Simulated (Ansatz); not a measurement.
bcc Ta was calculated with BLYP (Ansatz, a first-principles code, plane waves, PAW).

Numerical settings: plane-wave cutoff 520 eV, 28×28×28 k mesh, Fermi–Dirac smearing 0.055 eV (set by the program), scalar-relativistic PAW data made under PBE.

Computed at the level's own relaxed cell.

```yaml
crystal:
  lattice:
    - [-1.67649, 1.67649, 1.67649]
    - [1.67649, -1.67649, 1.67649]
    - [1.67649, 1.67649, -1.67649]
  atoms:
    - { symbol: Ta, position: [0.00000, 0.00000, 0.00000] }
```

Give the elastic tensor (Voigt notation, GPa, ions relaxed, in the Cartesian axes of the cell as printed).


```
  239.3   151.7   151.7     0.0     0.0     0.0
  151.7   239.3   151.7     0.0     0.0     0.0
  151.7   151.7   239.3     0.0     0.0     0.0
    0.0     0.0     0.0    53.0     0.0     0.0
    0.0     0.0     0.0     0.0    53.0     0.0
    0.0     0.0     0.0     0.0     0.0    53.0
```

Measured, for comparison: elastic constant C11 266 GPa, elastic constant C12 158 GPa, elastic constant C44 87.4 GPa (0 K, extrapolated to 0 K; zero-point effects included; as tabulated in Wang et al. (2022), arXiv:2209.12322). Computed (rounded) less measured: elastic constant C11 -10 %, elastic constant C12 -4 %, elastic constant C44 -39 %.

Note: shear constants of such metals converge slowly with the k mesh.

Spin–orbit coupling is not included.

Static lattice: no zero-point or thermal effects.
